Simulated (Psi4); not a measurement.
Psi4 input (wB97X-D/6-311+G**):

```
memory 1500 MB

molecule {
-1 1
O     1.15064415    0.27323898    0.38198658
C     0.02389777    0.31049500   -0.18794480
H    -0.18242979    1.19605197   -0.85698703
C    -1.03824297   -0.56806862   -0.13806164
H    -0.99655321   -1.47240569    0.46326975
H    -1.94009899   -0.36411639   -0.70613676
symmetry c1
no_reorient
no_com
}

set {
  basis 6-311+G**
  reference rks
  scf_type pk
  dft_radial_points 99
  dft_spherical_points 590
  e_convergence 1e-8
  d_convergence 1e-7
  maxiter 150
}

e = energy('wb97x-d')
print_out(f'\nFINAL {e:.10f} DIPOLE {variable("CURRENT DIPOLE")[0]:.6f} {variable("CURRENT DIPOLE")[1]:.6f} {variable("CURRENT DIPOLE")[2]:.6f}\n')
```

Output:

```
   => Loading Basis Set <=

    Name: 6-311+G**
    Role: ORBITAL
    Keyword: BASIS
    atoms 1      entry O          line   171 file 6-311pgss.gbs
    atoms 2, 4   entry C          line   129 file 6-311pgss.gbs
    atoms 3, 5-6 entry H          line    42 file 6-311pgss.gbs

   => WB97X-D: Empirical Dispersion <=

    Chai and Head-Gordon Dispersion Correction
    Chai, J.-D.; Head-Gordon, M. (2010), J. Chem. Phys., 132: 6615-6620

        s6 =       1.000000

         ---------------------------------------------------------
                                   SCF
               by Justin Turney, Rob Parrish, Andy Simmonett
                          and Daniel G. A. Smith
                              RKS Reference
         ---------------------------------------------------------

  ==> Geometry <==

    Molecular point group: c1
    Full point group: C1

    Geometry (in Angstrom), charge = -1, multiplicity = 1:

       Center              X                  Y                   Z               Mass
    ------------   -----------------  -----------------  -----------------  -----------------
         O            1.150644150000     0.273238980000     0.381986580000    15.994914619570
         C            0.023897770000     0.310495000000    -0.187944800000    12.000000000000
         H           -0.182429790000     1.196051970000    -0.856987030000     1.007825032230
         C           -1.038242970000    -0.568068620000    -0.138061640000    12.000000000000
         H           -0.996553210000    -1.472405690000     0.463269750000     1.007825032230
         H           -1.940098990000    -0.364116390000    -0.706136760000     1.007825032230

  Running in c1 symmetry.

  Rotational constants: A =      2.54161  B =      0.36064  C =      0.31583 [cm^-1]
  Rotational constants: A =  76195.45903  B =  10811.70660  C =   9468.21955 [MHz]
  Nuclear repulsion =   63.182354896523215

  Charge       = -1
  Multiplicity = 1
  Electrons    = 24
  Nalpha       = 12
  Nbeta        = 12

  ==> Algorithm <==

  SCF Algorithm Type is PK.
  DIIS enabled.
  MOM disabled.
  Fractional occupation disabled.
  Guess Type is SAD.
  Energy threshold   = 1.00e-08
  Density threshold  = 1.00e-07
  Integral threshold = 1.00e-12

  ==> Primary Basis <==

  Basis Set: 6-311+G**
    Blend: 6-311+G**
    Number of shells: 42
    Number of basis functions: 84
    Number of Cartesian functions: 87
    Spherical Harmonics?: true
    Max angular momentum: 2

  ==> DFT Potential <==

   => LibXC <=

    Version 7.1.2
    S. Lehtola, C. Steigemann, M. J. T. Oliveira, and M. A. L. Marques,  SoftwareX 7, 1–5 (2018) (10.1016/j.softx.2017.11.002)

   => Composite Functional: WB97X-D <=

    wB97X-D Hyb-GGA Exchange-Correlation Functional

    J.-D. Chai and M. Head-Gordon,  Phys. Chem. Chem. Phys. 10, 6615–6620 (2008) (10.1039/B810189B)

    Deriv               =              1
    GGA                 =           TRUE
    Meta                =          FALSE

    Exchange Hybrid     =           TRUE
    MP2 Hybrid          =          FALSE

   => Exchange-Correlation Functionals <=

    1.0000   wB97X-D range-separated functional

   => Exact (HF) Exchange <=

    0.7780            HF,LR [omega = 0.2000]
    0.2220               HF

   => LibXC Density Thresholds  <==

    XC_HYB_GGA_XC_WB97X_D:  1.00E-14

   => Molecular Quadrature <=

    Radial Scheme          =       TREUTLER
    Pruning Scheme         =           NONE
    Nuclear Scheme         =       TREUTLER

    Blocking Scheme        =         OCTREE
    BS radius alpha        =              1
    Pruning alpha          =              1
    Radial Points          =             99
    Spherical Points       =            590
    Total Points           =         338424
    Total Blocks           =           2482
    Max Points             =            256
    Max Functions          =             84
    Weights Tolerance      =       1.00E-15

  ==> Integral Setup <==

  Using in-core PK algorithm.
   Calculation information:
      Number of atoms:                   6
      Number of AO shells:              42
      Number of primitives:             75
      Number of atomic orbitals:        87
      Number of basis functions:        84

      Integral cutoff                 1.00e-12
      Number of threads:                 1

  Performing in-core PK
  Using 19122705 doubles for integral storage.
  We computed 396728 shell quartets total.
  Whereas there are 408156 unique shell quartets.

  Computing range-separated integrals for PK
  We computed 396728 wK shell quartets total.
  Whereas there are 408156 wK unique shell quartets.

  ==> DiskJK: Disk-Based J/K Matrices <==

    J tasked:                  Yes
    K tasked:                  Yes
    wK tasked:                 Yes
    Omega:               2.000E-01
    Schwarz Cutoff:          1E-12


  Cached 50.0% of DFT collocation blocks in 0.358 [GiB].

  Minimum eigenvalue in the overlap matrix is 1.3647690227E-04.
  Reciprocal condition number of the overlap matrix is 1.8305544782E-05.
    Using symmetric orthogonalization.

  ==> Pre-Iterations <==

  SCF Guess: Superposition of Atomic Densities via on-the-fly atomic UHF (no occupation information).

   -------------------------
    Irrep   Nso     Nmo
   -------------------------
     A         84      84
   -------------------------
    Total      84      84
   -------------------------

  ==> Iterations <==

                        Total Energy        Delta E     RMS |[F,P]|

   @RKS iter SAD:  -152.35770201731725   -1.52358e+02   0.00000e+00
   @RKS iter   1:  -152.90995992356071   -5.52258e-01   9.64002e-03 DIIS/ADIIS
   @RKS iter   2:  -152.81756322486066    9.23967e-02   1.17401e-02 DIIS/ADIIS
   @RKS iter   3:  -153.21183040960253   -3.94267e-01   2.28937e-03 DIIS/ADIIS
   @RKS iter   4:  -153.22577132305423   -1.39409e-02   6.05694e-04 DIIS/ADIIS
   @RKS iter   5:  -153.22698565770784   -1.21433e-03   7.36662e-05 DIIS
   @RKS iter   6:  -153.22702039167820   -3.47340e-05   2.46943e-05 DIIS
   @RKS iter   7:  -153.22702401012370   -3.61845e-06   9.54096e-06 DIIS
   @RKS iter   8:  -153.22702473284758   -7.22724e-07   2.82014e-06 DIIS
   @RKS iter   9:  -153.22702484067290   -1.07825e-07   5.71066e-07 DIIS
   @RKS iter  10:  -153.22702484833513   -7.66224e-09   1.47382e-07 DIIS
   @RKS iter  11:  -153.22702484884053   -5.05395e-10   4.25937e-08 DIIS
  Energy and wave function converged.

  ==> Post-Iterations <==

   Electrons on quadrature grid:
      Ntotal   =   23.9999997210 ; deviation = -2.790e-07

    Orbital Energies [Eh]
    ---------------------

    Doubly Occupied:

       1A    -18.969358     2A    -10.119117     3A    -10.037640
       4A     -0.863268     5A     -0.599072     6A     -0.420143
       7A     -0.330091     8A     -0.282078     9A     -0.237787
      10A     -0.225630    11A     -0.095801    12A     -0.058223

    Virtual:

      13A      0.218691    14A      0.227126    15A      0.250259
      16A      0.266225    17A      0.268176    18A      0.275594
      19A      0.302797    20A      0.347900    21A      0.360755
      22A      0.396079    23A      0.428036    24A      0.449317
      25A      0.488109    26A      0.494603    27A      0.513757
      28A      0.549797    29A      0.613797    30A      0.673271
      31A      0.758009    32A      0.769330    33A      0.822314
      34A      0.823537    35A      0.875558    36A      0.927848
      37A      0.967078    38A      0.979356    39A      1.047957
      40A      1.096431    41A      1.155158    42A      1.332401
      43A      1.397059    44A      1.399308    45A      1.406904
      46A      1.459695    47A      1.579912    48A      1.705432
      49A      1.736688    50A      1.810177    51A      1.840874
      52A      1.950054    53A      1.958908    54A      1.973373
      55A      2.065487    56A      2.133273    57A      2.300677
      58A      2.337901    59A      2.357269    60A      2.500727
      61A      2.512511    62A      2.666935    63A      2.838160
      64A      2.901937    65A      2.910286    66A      2.984128
      67A      2.998788    68A      3.161711    69A      3.188845
      70A      3.267272    71A      3.324426    72A      3.559449
      73A      3.649772    74A      3.752366    75A      3.830711
      76A      4.058611    77A      4.228410    78A      4.464043
      79A      5.385041    80A      5.466485    81A      6.046234
      82A     24.112823    83A     24.470852    84A     50.340238

    Final Occupation by Irrep:
              A
    DOCC [    12 ]
    NA   [    12 ]
    NB   [    12 ]

  @RKS Final Energy:  -153.22702484884053

   => Energetics <=

    Nuclear Repulsion Energy =             63.1823548965232149
    One-Electron Energy =                -338.6580046843331502
    Two-Electron Energy =                 136.5265720987262910
    DFT Exchange-Correlation Energy =     -14.2771134642409709
    Empirical Dispersion Energy =          -0.0008336955159294
    VV10 Nonlocal Energy =                  0.0000000000000000
    Total Energy =                       -153.2270248488405286

Computation Completed

Properties will be evaluated at   0.000000,   0.000000,   0.000000 [a0]

Properties computed using the SCF density matrix

 Multipole Moments:

 ------------------------------------------------------------------------------------
     Multipole            Electronic (a.u.)      Nuclear  (a.u.)        Total (a.u.)
 ------------------------------------------------------------------------------------

 L = 1.  Multiply by 2.5417464519 to convert [e a0] to [Debye]
 Dipole X            :         -0.5597586            0.0000000           -0.5597586
 Dipole Y            :          0.1238828            0.0000000            0.1238828
 Dipole Z            :         -0.3508511           -0.0000001           -0.3508512
 Magnitude           :                                                    0.6721407

 ------------------------------------------------------------------------------------

FINAL -153.2270248488 DIPOLE -0.559759 0.123883 -0.350851

*** Psi4 exiting successfully. Buy a developer a beer!
```

The dipole moment of an ion depends on the origin.
